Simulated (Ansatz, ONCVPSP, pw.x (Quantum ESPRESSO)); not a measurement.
## pw.x on bcc W: one setting changed

Potential: optimised norm-conserving Vanderbilt (ONCV), ONCVPSP 4.0.1.1 (patched build), PBE; core [Kr] 4d10 4f14, reference 5s2 5p6 5d4 6s2; waves: 5s+6s: rc 2.10 bohr, ncon 4, nbas 8, qcut 6.7 1/bohr, 2 projectors; 5p: rc 1.55 bohr, ncon 3, nbas 6, qcut 10.5 1/bohr, 3 projectors, debl 2.4 Ha; 5d: rc 2.70 bohr, ncon 5, nbas 9, qcut 4.8 1/bohr, 1 projector; local part: polynomial inside 1.20 bohr (lpopt 3, dvloc0 0 Ha); core correction: none.

The reference run (k-mesh 14³, cutoffs 90/360 Ry, Fermi–Dirac 0.01 Ry, mixing_beta 0.4, conv_thr 1e-9, no spin) gives -2.30 GPa at 16.130 Å³/atom, where all-electron LAPW gives 0.30 GPa. This run, with its own iteration cap, changes degauss to 0.02.

```
&control
  calculation='scf', prefix='x', pseudo_dir='./', outdir='./tmp', tstress=.true., disk_io='none'
/
&system
  ibrav=0, nat=1, ntyp=1, ecutwfc=90, ecutrho=360, nbnd=15,
  occupations='smearing', smearing='fd', degauss=0.02
/
&electrons
  conv_thr=1e-09, mixing_beta=0.4, electron_maxstep=60
/
ATOMIC_SPECIES
W 1.0 W.UPF
CELL_PARAMETERS angstrom
  -1.59168867 1.59168867 1.59168867
  1.59168867 -1.59168867 1.59168867
  1.59168867 1.59168867 -1.59168867
ATOMIC_POSITIONS crystal
W 0.0000 0.0000 0.0000
K_POINTS automatic
14 14 14 0 0 0
```

```bash
pw.x < W.scf.in > W.scf.out
```

Problem. How does the run end?

Solution. It converges in 7 iterations; the free energy moves by -48.5 meV/atom and the pressure by +0.24 GPa. In a metal, with Fermi–Dirac smearing, F lies below its zero-width value by a term in the square of the width.

```
Message from routine setup:
     using ibrav=0 with symmetry is DISCOURAGED, use correct ibrav instead
     lattice parameter (alat)  =       5.2098  a.u.
     unit-cell volume          =     108.8506 (a.u.)^3
     number of electrons       =        14.00
     number of Kohn-Sham states=           15
     kinetic-energy cutoff     =      90.0000  Ry
     charge density cutoff     =     360.0000  Ry
     scf convergence threshold =      1.0E-09
     Exchange-correlation= PBE
     number of k points=   104  Fermi-Dirac smearing, width (Ry)=  0.0200
     iteration #  1     ecut=    90.00 Ry     beta= 0.40
     total energy              =    -136.54914368 Ry
     estimated scf accuracy    <       0.03582980 Ry
     iteration #  2     ecut=    90.00 Ry     beta= 0.40
     total energy              =    -136.54934266 Ry
     estimated scf accuracy    <       0.00636526 Ry
     iteration #  3     ecut=    90.00 Ry     beta= 0.40
     total energy              =    -136.55012125 Ry
     estimated scf accuracy    <       0.00035287 Ry
     iteration #  4     ecut=    90.00 Ry     beta= 0.40
     total energy              =    -136.55013808 Ry
     estimated scf accuracy    <       0.00000228 Ry
     iteration #  5     ecut=    90.00 Ry     beta= 0.40
     total energy              =    -136.55013931 Ry
     estimated scf accuracy    <       0.00000016 Ry
     iteration #  6     ecut=    90.00 Ry     beta= 0.40
     total energy              =    -136.55013933 Ry
     estimated scf accuracy    <          7.6E-09 Ry
     iteration #  7     ecut=    90.00 Ry     beta= 0.40
     the Fermi energy is    22.0759 ev
!    total energy              =    -136.55013933 Ry
     estimated scf accuracy    <          8.8E-10 Ry
     smearing contrib. (-TS)   =      -0.00966378 Ry
     The total energy is F=E-TS. E is the sum of the following terms:
     one-electron contribution =     -18.89927050 Ry
     hartree contribution      =      16.14128270 Ry
     xc contribution           =     -15.21134667 Ry
     ewald contribution        =    -118.57114108 Ry
     convergence has been achieved in   7 iterations
          total   stress  (Ry/bohr**3)                   (kbar)     P=      -20.55
     Message from routine punch:
     Nothing written, as per user request (disk_io='none')
```

The run took about 16 s on one core of a shared host (Neoverse-V2, 192 threads, 742 GiB, load 29).
